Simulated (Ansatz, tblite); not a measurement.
# The cluster Al₂Te₂: a ladder of methods and basis sets

Aim: run the singlet of the cluster Al₂Te₂ at one geometry on many levels, and compare frontier levels, spin and run time.

Method: as each input shows; program: Ansatz 0.2.0, Gaussian basis.

Levels to be run: GFN1-xTB, GFN2-xTB, PBE-D4/def2-TZVP, r2SCAN-D4/def2-TZVP, LDA/def2-TZVP, B3LYP-D4/def2-TZVP, PBE-D4/def2-SVP, PBE0-D4/def2-SVP, PBE0-D4/def2-TZVPD, PBE-D4/def2-TZVPD, r2SCAN-D4/def2-TZVPD, CCSD(T)/def2-TZVPP, MP2/def2-TZVP, RPA/def2-TZVP.

2 further runs of the same task are left out: 2 set aside as unsound or not needed. Runs told in other sessions of the task aren't counted.

## (1) The geometry

The singlet was relaxed beforehand with B3LYP-D4/def2-SVP. At that level it is the lowest of the isomers that a small search found.

4 atoms, charge 0, spin multiplicity 1.

Bond lengths: Al1–Te3 2.583 Å, Al1–Te4 2.582 Å, Al2–Te3 2.583 Å, Al2–Te4 2.583 Å. Angles: Te3–Al1–Te4 103.5°, Te3–Al2–Te4 103.5°, Al1–Te3–Al2 76.5°, Al1–Te4–Al2 76.5°.

Te takes a core potential in the def2 sets. No spin-orbit coupling is included.

PBE0-D4/def2-TZVP was run before; its log isn't repeated, and its numbers join the tables.

## (2) GFN1-xTB

Tight binding, by tblite at 300 K electronic temperature and without a spin-polarisation term:

```python
tblite.interface.Calculator('GFN1-xTB', numbers, positions, charge=0, uhf=0).singlepoint()
```

Energy -278.2499 eV, HOMO -9.17 eV, LUMO -8.95 eV; 0.004 s.

## (3) GFN2-xTB

Tight binding, by tblite at 300 K electronic temperature and without a spin-polarisation term:

```python
tblite.interface.Calculator('GFN2-xTB', numbers, positions, charge=0, uhf=0).singlepoint()
```

Energy -224.8895 eV, HOMO -7.89 eV, LUMO -7.53 eV; 0.007 s.

## (4) PBE-D4/def2-TZVP

start.molden holds the orbitals of an earlier run on this state, given as this run's starting guess.

in.yaml reads:

```yaml
crystal:
  periodic: [false, false, false]
  atoms:
    - {symbol: Al, position_ang: [-0.513720, -1.105138, 1.034657]}
    - {symbol: Al, position_ang: [0.510997, 1.105850, -1.035807]}
    - {symbol: Te, position_ang: [-0.134913, 1.416279, 1.445826]}
    - {symbol: Te, position_ang: [0.137636, -1.416991, -1.444676]}
basis:
  gaussian: {orbitals: def2-TZVP, initial_orbitals: start.molden}
hamiltonian: {xc: pbe, dispersion: d4}
scf: {omitted_lower_state_checks: [starts]}
output: {forces: true, orbitals: {seedname: orbitals}}
```

Run with:

```bash
$ ansatz run in.yaml --threads 4 --pin off --events-out ev --progress --plain --max-ram 4787MiB
```

Further steps of the session: r2SCAN-D4/def2-TZVP; LDA/def2-TZVP; B3LYP-D4/def2-TZVP; PBE-D4/def2-SVP; PBE0-D4/def2-SVP; PBE0-D4/def2-TZVPD; PBE-D4/def2-TZVPD; r2SCAN-D4/def2-TZVPD; CCSD(T)/def2-TZVPP; MP2/def2-TZVP; RPA/def2-TZVP.

**Question.** What will the summary of the whole plan be? Wanted: gap in def2-TZVP, named functionals, smallest and largest; correlation energy, CCSD(T)/def2-TZVPP; correlation energy, MP2/def2-TZVP; binding an atom, CCSD(T)/def2-TZVPP; PBE0 total energy, smallest basis above largest.

As calculated:

| quantity | value |
| --- | --- |
| gap in def2-TZVP, named functionals, smallest and largest | 1.12 eV (LDA), 2.26 eV (PBE0-D4) |
| correlation energy, CCSD(T)/def2-TZVPP | -28.74 eV |
| correlation energy, MP2/def2-TZVP | -29.05 eV |
| binding an atom, CCSD(T)/def2-TZVPP | 2.315 eV |
| PBE0 total energy, smallest basis above largest | 5.14 eV (def2-SVP, def2-TZVPD) |

**Reading.** Over the named functionals in def2-TZVP the gap runs from 1.12 eV (LDA) to 2.26 eV (PBE0-D4); exact exchange widens it. The functionals in def2-TZVP miss CCSD(T)/def2-TZVPP by +0.015 (B3LYP-D4) to +0.601 eV (LDA) an atom. The reference is CCSD(T) in one finite basis, so it carries an error of its own, often a tenth of an eV or more, and near misses can't be ranked.
